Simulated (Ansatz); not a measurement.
Basis-set extrapolation for tetramethylsilane (PBE0-D4/def2-TZVP geometry, frozen core, Ansatz 0.2.0). Multiplicity 1, RHF reference.

|  | def2-TZVPP | def2-QZVPP |
| --- | --- | --- |
| HF | -447.509480 | -447.526226 |
| MP2 correlation | -0.847544 | -0.901439 |
| CCSD(T) correlation | -0.948660 | not run |

Energies in hartree. Use E(X) = E(∞) + A·exp(−7.88·√X) for Hartree–Fock and E(X) = E(∞) + B·X^(−2.97) for correlation, with X = 3 and 4, and add CCSD(T) minus MP2 of the smaller set to the MP2 limit.

Problem. What is the CCSD(T) energy at the basis-set limit?

Solution. HF limit: -447.526226 + (-0.016746) × 0.13774 = -447.52853. MP2 limit: -0.901439 + (-0.053895) × 0.74074 = -0.94136. Higher-order term: -0.948660 − (-0.847544) = -0.10112. Total: -448.57101 hartree, 296.3 kJ/mol below CCSD(T)/def2-TZVPP.
